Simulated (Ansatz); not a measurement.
# C4H10O2: ionisation energy by level of theory

Aim: the vertical ionisation energy of C4H10O2, as cation minus neutral at the neutral's geometry, on several levels, and how well −ε(HOMO) stands in for it.

Method: unrestricted cation, the program's frozen cores in correlated methods; program: Ansatz 0.2.0, Gaussian basis.

Plan: UKS PBE-D4/def2-TZVPP; UKS r2SCAN-D4/def2-TZVPP; UKS PBE0-D4/def2-TZVPP; UKS B3LYP-D4/def2-TZVPP; UKS wB97X-V/def2-TZVPP; UKS wB97M-V/def2-TZVPP; UKS B2PLYP/def2-TZVPP; UHF-CCSD(T)/def2-TZVPP; UHF-MP2/def2-QZVPP; extrapolation to the limit; then −ε(HOMO) from the neutral's earlier runs with LDA (SPW92), PBE-D4, revPBE-D4, BLYP-D4, r2SCAN-D4, B97M-V, PBE0-D4, B3LYP-D4, r2SCANh-D4, r2SCAN0-D4, HSE06-D4, BHLYP-D4, CAM-B3LYP-D4, LC-ωPBE, ωB97X-V, ωB97M-V.

## (1) The relaxed structure

An earlier PBE0-D4 in a triple-zeta def2 set relaxation fixed the geometry.

SMILES `COC(C)OC`, 16 atoms, charge 0, spin multiplicity 1.

Atoms are counted from 1 here; the program's logs count them from 0.

Bond lengths: C1–O2 1.408 Å, C1–H7 1.090 Å, C1–H8 1.099 Å, C1–H9 1.093 Å, O2–C3 1.383 Å, C3–C4 1.508 Å, C3–O5 1.411 Å, C3–H10 1.108 Å, C4–H11 1.091 Å, C4–H12 1.091 Å, C4–H13 1.091 Å, O5–C6 1.400 Å, C6–H14 1.099 Å, C6–H15 1.090 Å, C6–H16 1.098 Å. Angles: O2–C1–H7 107.0°, O2–C1–H8 111.0°, O2–C1–H9 111.6°, H7–C1–H8 109.0°, H7–C1–H9 109.4°, H8–C1–H9 108.9°, C1–O2–C3 113.8°, O2–C3–C4 107.8°, O2–C3–O5 108.5°, O2–C3–H10 109.8°, C4–C3–O5 111.9°, C4–C3–H10 111.0°, O5–C3–H10 107.8°, C3–C4–H11 110.3°, C3–C4–H12 109.1°, C3–C4–H13 110.7°, H11–C4–H12 109.1°, H11–C4–H13 108.6° and more.

Geometry (Å):

```csv
atom,x (Å),y (Å),z (Å)
C1,-1.2561,-1.3741,1.2869
O2,-0.3833,-1.4690,0.1863
C3,0.3064,-0.3011,-0.0816
C4,1.3127,-0.5971,-1.1657
O5,-0.6210,0.6844,-0.4794
C6,-0.1809,1.9990,-0.2807
H7,-1.6748,-2.3671,1.4473
H8,-0.7153,-1.0644,2.1917
H9,-2.0658,-0.6644,1.0973
H10,0.8091,0.0583,0.8384
H11,2.0237,-1.3512,-0.8258
H12,0.7889,-0.9708,-2.0467
H13,1.8646,0.3046,-1.4360
H14,0.1099,2.1735,0.7648
H15,-1.0118,2.6594,-0.5293
H16,0.6708,2.2572,-0.9235
```

## (2) Cation, UKS PBE-D4/def2-TZVPP

Contents of in.yaml:

```yaml
crystal:
  periodic: [false, false, false]
  atoms:
    - {symbol: C, position_ang: [-1.256136, -1.374085, 1.286872]}
    - {symbol: O, position_ang: [-0.383336, -1.469037, 0.186315]}
    - {symbol: C, position_ang: [0.306369, -0.301101, -0.081587]}
    - {symbol: C, position_ang: [1.312683, -0.597057, -1.165679]}
    - {symbol: O, position_ang: [-0.620998, 0.684441, -0.479368]}
    - {symbol: C, position_ang: [-0.180935, 1.999011, -0.280663]}
    - {symbol: H, position_ang: [-1.674816, -2.367114, 1.447340]}
    - {symbol: H, position_ang: [-0.715254, -1.064370, 2.191705]}
    - {symbol: H, position_ang: [-2.065765, -0.664358, 1.097253]}
    - {symbol: H, position_ang: [0.809142, 0.058276, 0.838448]}
    - {symbol: H, position_ang: [2.023682, -1.351221, -0.825774]}
    - {symbol: H, position_ang: [0.788908, -0.970780, -2.046666]}
    - {symbol: H, position_ang: [1.864605, 0.304644, -1.435976]}
    - {symbol: H, position_ang: [0.109889, 2.173527, 0.764804]}
    - {symbol: H, position_ang: [-1.011815, 2.659409, -0.529272]}
    - {symbol: H, position_ang: [0.670776, 2.257217, -0.923452]}
basis:
  gaussian: {orbitals: def2-TZVPP}
total_charge: 1
magnetization: {spin_polarized: true, initial_magnetization: 1}
hamiltonian: {xc: pbe, dispersion: d4}
```

Started as:

```bash
> ansatz run in.yaml --threads 2 --pin off --events-out ev --progress --plain --max-ram 22528MiB --backend cuda --devices 0, --max-vram 18GiB
```

The runs that follow: Cation, UKS r2SCAN-D4/def2-TZVPP; Cation, UKS PBE0-D4/def2-TZVPP; Cation, UKS B3LYP-D4/def2-TZVPP; Cation, UKS wB97X-V/def2-TZVPP; Cation, UKS wB97M-V/def2-TZVPP; Cation, UKS B2PLYP (frozen core)/def2-TZVPP; Cation, UHF-CCSD(T)/def2-TZVPP; Cation, UHF-MP2/def2-QZVPP.

**Question.** What will the summary of the whole plan be? Wanted: ionisation energy, CCSD(T)/CBS; nearest functional by difference; nearest −ε(HOMO); −ε(HOMO) of PBE; T1 of the cation.

As calculated:

| quantity | value |
| --- | --- |
| ionisation energy, CCSD(T)/CBS | 10.12 eV |
| nearest functional by difference | B2PLYP (-0.27 eV) |
| nearest −ε(HOMO) | LC-ωPBE (+0.14 eV) |
| −ε(HOMO) of PBE | 5.92 eV |
| T1 of the cation | 0.030 |

In words: By cation minus neutral, the functionals miss by 1.01 eV at most. −ε(HOMO) of PBE misses by 4.2 eV, since self-interaction lifts the level. Among orbital estimates LC-ωPBE comes nearest. Hartree-Fock falls 1.32 eV short, as the neutral has more correlation energy than the cation. The cation's T1 (from the report) is 0.030, near the customary mark of 0.045 for open shells, so the coupled-cluster value is less safe.
